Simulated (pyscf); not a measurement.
Structures and frequencies: ωB97X-D3(BJ)/def2-SVP in PySCF. MP2 and CC: frozen core, UHF for open shells. ΔMP2 is the change of the MP2 total energy from the triple- to the quadruple-zeta basis.

SMILES: [Na][O][SiH3]
```xyz
6

Na     2.0500    -1.8958    -1.2492
O      0.8717    -0.4602    -0.5855
Si    -0.0976     0.7057    -0.0437
H     -1.4677     0.7075    -0.6810
H     -0.3654     0.6376     1.4419
H      0.4352     2.1007    -0.2745
```
Charge 0, spin multiplicity 1.

Q: What is the homolytic dissociation enthalpy (298 K, CCSD(T)/def2-TZVPP + ΔMP2(QZVPP)) of the Na–O bond of `[Na][O][SiH3]`, to Na• + •O–SiH₃?

A: Na–O to Na• + •O–SiH₃: 95.2 kcal/mol. •O–SiH₃ lies 24.9 kcal/mol over its isomer HO–SiH₂• (electronic energy, ωB97M-D3(BJ)/def2-TZVP). The CCSD(T) − MP2 part came from Ansatz, without density fitting, on the same reference. The frozen core leaves the outer d or s,p core shells of the metals and heavy elements correlated in the MP2 and CC values, and def2-TZVPP describes them poorly, which can shift differences by a few kcal/mol.
